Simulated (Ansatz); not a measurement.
in.yaml

```yaml
crystal:
  periodic: [false, false, false]
  atoms:
    - {symbol: B, position_ang: [0.000000, 0.000000, 0.000000]}
    - {symbol: F, position_ang: [0.000000, 0.000000, 1.308000]}
basis:
  gaussian: {orbitals: 6-31G}
total_charge: 1
magnetization: {spin_polarized: true, initial_magnetization: 1}
hamiltonian: {xc: hf}
accuracy: high
output: {forces: true, orbitals: {seedname: orbitals}}
```

```sh
$ ansatz run in.yaml --threads 1 --pin off --events-out ev --progress --plain --max-ram 2393MiB
```

Log:

```
351 factors; integrals over basis functions are off by at most 3.2e-9 eV
mean field evaluation 1: about -3357.4431 eV, gradient 4.6e1 eV
mean field evaluation 2: about -3357.4536 eV, gradient 4.6e1 eV
mean field evaluation 4: about -3365.5335 eV, gradient 2.9e0 eV
mean field evaluation 8: about -3365.6574 eV, gradient 1.9e-1 eV
mean field evaluation 16: about -3365.6580 eV, gradient 1.8e-8 eV
mean field -3365.65803029 eV, -123.6856512880 hartree, gradient 1.8e-8 eV, S^2 0.755142; 0 other end points of the search recorded, 0 dependent functions left out
the calculation of the forces begins
reference -3365.65803029 eV, -123.6856512880 hartree; 7, 6 occupied and 11, 12 virtual orbitals, 351 factors
Total energy: -3365.65803029 eV, -123.6856512880 hartree
Atom 0 at     0.000000     0.000000     0.000000 Å, force    -0.000000     0.000000     2.997130 eV/Å
Atom 1 at     0.000000     0.000000     1.308000 Å, force     0.000000    -0.000000    -2.997130 eV/Å
Dipole moment:     0.000000    -0.000000    -1.004711 e Å
```

Forces (eV/Å):
```
B    0.000  0.000  2.997
F    0.000  0.000 -2.997
```

Ran on 1 thread of Intel Xeon 6975P-C, shared host: 0.12 s wall, 0.08 GiB peak host memory.
